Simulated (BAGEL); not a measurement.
# A workflow on CH2BN (SMILES BC#N)

We compute a single-point energy (HF/6-31G*), then a single-point energy (NEVPT2(2,2)/6-31G*), then a single-point energy (CASPT2(2,2)/6-31G*) of CH2BN. 

The calculation is run with BAGEL 1.2.2.

2 further runs of the same task are left out: 2 set aside as unsound or not needed.

### 1 Starting point

The species is CH2BN (5 atoms), meant as a singlet with charge 0. As SMILES, `BC#N`. One bond was lengthened or shortened from a relaxed shape.

Bond lengths: B1–C2 1.750 Å, C2–N3 1.154 Å, B1–H4 1.189 Å, B1–H5 1.189 Å. Angles: B1–C2–N3 180.0°, C2–B1–H4 118.9°, C2–B1–H5 118.9°, H4–B1–H5 122.2°.

### 2 A single-point energy at HF/6-31G(d) (density fitting with svp-jkfit, spherical functions) (run 1)

input.json

```json
{ "bagel" : [

{
  "title" : "molecule",
  "basis" : "6-31gs.json",
  "df_basis" : "svp-jkfit",
  "angstrom" : false,
  "geometry" : [
    { "atom" : "B", "xyz" : [    -0.57636269,     1.15655963,    -0.88213927 ] },
    { "atom" : "C", "xyz" : [     0.66650640,    -1.31657219,     0.92728861 ] },
    { "atom" : "N", "xyz" : [     1.48626960,    -2.94721686,     2.12065066 ] },
    { "atom" : "H", "xyz" : [    -1.56865788,     0.67675817,    -2.83932862 ] },
    { "atom" : "H", "xyz" : [    -0.40005124,     3.25925789,    -0.11264279 ] }
  ]
},

{
  "title" : "hf"
},

{
  "title" : "print",
  "file" : "orbitals.molden",
  "orbitals" : true
}

]}
```

The basis set 6-31G* is read from a file made from the Basis Set Exchange's data (not shown).

On the command line:

```console
BAGEL_NUM_THREADS=1 BAGEL input.json > input.out
```

The program printed:

```text
* using 1 threads per process

  ===============================================================
  ===============================================================

  *** Geometry ***

  { "atom" : "B", "xyz" : [     -0.576363,      1.156560,     -0.882139 ] },
  { "atom" : "C", "xyz" : [      0.666506,     -1.316572,      0.927289 ] },
  { "atom" : "N", "xyz" : [      1.486270,     -2.947217,      2.120651 ] },
  { "atom" : "H", "xyz" : [     -1.568658,      0.676758,     -2.839329 ] },
  { "atom" : "H", "xyz" : [     -0.400051,      3.259258,     -0.112643 ] },

  Number of auxiliary basis functions:      263

  Since a DF basis is specified, we compute 2- and 3-index integrals:
    o Being stored without compression. Storage requirement is 0.004 GB

  Number of basis functions:       46
  Number of electrons      :       20

    * METHOD: MOLECULE                             0.05

  *** RHF ***

  === Nuclear Repulsion ===
    43.9515772421

      * DIIS with orbital gradients will be used.

  === RHF iteration (6-31gs.json) ===
      0       -117.95472640          0.03274766           0.01
      1       -118.01747509          0.02944179           0.01
      2       -118.12549714          0.00311523           0.01
[... 10 lines of this table left out ...]
     13       -118.12798286          0.00000001           0.01
    * SCF iteration converged.

    * Permanent dipole moment:
           (    0.578207,    -1.150514,     0.841795) a.u.

    * METHOD: HF                                   0.14

    * METHOD: PRINT                                0.01

  ===============================================================
```

Run time: 0.32 s. Hardware: 1 thread of Arm Neoverse V1, shared host; peak memory 0.15 GiB.

### 3 The energy at NEVPT2(2,2)/6-31G(d) (density fitting with svp-jkfit, spherical functions) (run 2)

nevpt2.json

```json
{ "bagel": [

{
  "title": "molecule",
  "basis": "6-31gs.json",
  "df_basis": "svp-jkfit",
  "geometry": [
    { "atom": "B", "xyz": [    -0.57636269,     1.15655963,    -0.88213927 ] },
    { "atom": "C", "xyz": [     0.66650640,    -1.31657219,     0.92728861 ] },
    { "atom": "N", "xyz": [     1.48626960,    -2.94721686,     2.12065066 ] },
    { "atom": "H", "xyz": [    -1.56865788,     0.67675817,    -2.83932862 ] },
    { "atom": "H", "xyz": [    -0.40005124,     3.25925789,    -0.11264279 ] }
  ]
},

{
  "title": "hf"
},

{
  "title": "casscf",
  "nstate": 1,
  "nact": 2,
  "nclosed": 9,
  "active": [5, 13],
  "maxiter": 200,
  "natocc": "true"
},

{
  "title": "nevpt2",
  "nstate": 1,
  "nact": 2,
  "nclosed": 9,
  "active": [5, 13],
  "maxiter": 200,
  "natocc": "true",
  "ncore": 3
},

{
  "title": "print",
  "file": "orbitals.molden",
  "orbitals": "true"
}

]}
```

The basis set 6-31G* is read from a file made from the Basis Set Exchange's data (not shown).

On the command line:

```console
BAGEL_NUM_THREADS=1 BAGEL nevpt2.json > nevpt2.out
```

The program printed:

```text
* using 1 threads per process

  ===============================================================
  ===============================================================

  *** Geometry ***

[... 29 lines left out ...]
    * SCF iteration converged.
[... 1 line left out ...]
    * Permanent dipole moment:
[... 27 lines left out ...]
    * Second-order optimization converged. *
[... 9 lines left out ...]
     * ci vector, state   0, <S^2> = 0.0000
[... 3 lines left out ...]
    * METHOD: CASSCF                               0.46

    * freezing 3 orbitals

  === DF-NEVPT2 calculation ===

    * 3-index integral transformation done
    * assembly done

      NEVPT2 correlation energy:   -0.3264241423      0.03

          (+0)     -0.2633167409
          (+0)'    -0.0184149794
          (+1)     -0.0052506285
          (+1)'    -0.0000000000
          (+2)     -0.0002010509
          (-1)     -0.0310226575
          (-1)'     0.0000000000
          (-2)     -0.0082180851

      NEVPT2 total energy:       -118.4685460466

    * METHOD: NEVPT2                               0.05

    * METHOD: PRINT                                0.01

  ===============================================================
```

Run time: 0.83 s. Hardware: 1 thread of Arm Neoverse V1, shared host; peak memory 0.15 GiB.

### 4 A single-point energy at CASPT2(2,2)/6-31G(d) (density fitting with svp-jkfit, spherical functions) (run 3)

input.json

```json
{ "bagel" : [

{
  "title" : "molecule",
  "basis" : "6-31gs.json",
  "df_basis" : "svp-jkfit",
  "angstrom" : false,
  "geometry" : [
    { "atom" : "B", "xyz" : [ -0.57636269,  1.15655963, -0.88213927 ] },
    { "atom" : "C", "xyz" : [  0.66650640, -1.31657219,  0.92728861 ] },
    { "atom" : "N", "xyz" : [  1.48626960, -2.94721686,  2.12065066 ] },
    { "atom" : "H", "xyz" : [ -1.56865788,  0.67675817, -2.83932862 ] },
    { "atom" : "H", "xyz" : [ -0.40005124,  3.25925789, -0.11264279 ] }
  ]
},
{ "title" : "hf" },
{ "title" : "casscf", "nstate" : 1, "nact" : 2, "nclosed" : 9, "active" : [5, 13], "maxiter" : 200, "natocc" : true },
{ "title" : "print", "file" : "orbitals.molden", "orbitals" : true },
{ "title" : "smith", "method" : "caspt2", "ms" : true, "xms" : true, "sssr" : true, "shift" : 0.2, "shift_imag" : true, "ncore" : 3 }

]}
```

The basis set 6-31G* is read from a file made from the Basis Set Exchange's data (not shown).

On the command line:

```console
BAGEL_NUM_THREADS=1 BAGEL input.json > input.out
```

The program printed:

```text
* using 1 threads per process

  ===============================================================
  ===============================================================

  *** Geometry ***

[... 31 lines left out ...]
    * Permanent dipole moment:
[... 37 lines left out ...]
     * ci vector, state   0, <S^2> = 0.0000
[... 21 lines left out ...]
       #      aibj      arbs      arbi      airj      risj      airs      arst      rist         Etot      error   time
[... 9 lines left out ...]
      ------------------------------------------------------------------------------------------------------------------

    * CASPT2 energy : state  0     -118.4720589548
        w/o shift correction       -118.4697300091
        reference weight              0.8879455242

    * METHOD: SMITH                                0.12

  ===============================================================
```

It took 0.89 s on 1 thread of Arm Neoverse V1, shared host; peak memory 0.15 GiB.

### 5 Results

| quantity | value |
| --- | --- |
| run 1, HF/6-31G*: total energy | -118.12798 Eh |
| run 1, HF/6-31G*: dipole moment | 3.91 D |
| run 1, HF/6-31G*: HOMO energy | -12.69 eV |
| run 1, HF/6-31G*: LUMO energy | 0.80 eV |
| run 1, HF/6-31G*: HOMO–LUMO gap | 13.49 eV |
| run 2, NEVPT2(2,2)/6-31G*: total energy | -118.46855 Eh |
| run 3, CASPT2(2,2)/6-31G*: total energy | -118.47206 Eh |
